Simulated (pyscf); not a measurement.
`[NH2][B]([F])[F]` + `[H][H]` -> `[F][BH][F]` + `[NH3]`, a four-centre exchange (singlet surface; B–N, H–H broken, B–H, H–N formed). Single points on ωB97X-D3(BJ)/def2-SVP structures (PySCF, gas phase). Energies in kcal/mol from the separated reactants.

Small-basis levels: PySCF, no dispersion term, spherical d functions. AM1 to PM7: differences of heats of formation from MOPAC, which are fitted to 298 K values and so differ in kind from electronic energies by zero-point and thermal terms. GFN2-xTB: tblite. Cost: rough CPU time at the saddle relative to B3LYP/6-31G*, from one job on a shared machine.

| level | barrier | reaction energy | cost |
|---|---|---|---|
| HF/STO-3G | 81.3 | +21.9 | 0.04 |
| MP2/6-31G* | 54.0 | +25.8 | 0.10 |
| SVWN5/6-31G* | 30.0 | +27.3 | 0.7 |
| BP86/6-31G* | 42.3 | +23.2 | 1 |
| B3LYP/STO-3G | 64.6 | +25.9 | 0.5 |
| B3LYP/3-21G | 45.2 | +35.6 | 0.7 |
| B3LYP/LANL2DZ | 49.9 | +34.5 | 0.8 |
| M06-2X/6-31G* | 47.3 | +25.2 | 2 |
| B3LYP/6-311+G** | 46.4 | +21.5 | 1 |
| PBE/def2-SVP | 34.3 | +25.0 | 1 |
| GFN2-xTB | 47.0 | +12.9 | under 0.02 |
| AM1 | [?] | +19.0 | under 0.02 |
| ωB97M-D3(BJ)/def2-TZVP | [?] | +22.3 | – |

Fill in the missing entries.


- AM1, barrier: 55.3
- ωB97M-D3(BJ)/def2-TZVP, barrier: 44.7

Against the last row the barrier runs from -14.7 (SVWN5/6-31G*) to +36.5 kcal/mol (HF/STO-3G). ωB97M-D3(BJ)/def2-TZVP has limits of its own. On the product side the descent ends in an adduct with a B–N contact, 18.3 kcal/mol under the separated species and 41.2 kcal/mol under the saddle at ωB97X-D3(BJ)/def2-TZVP. What is counted as broken (B–N) persists as a longer contact in the product adduct; parting that adduct is a step of its own. At the saddle there is also a short B–H contact that neither side keeps. This is the saddle that the search found; another between the same sides may lie lower.
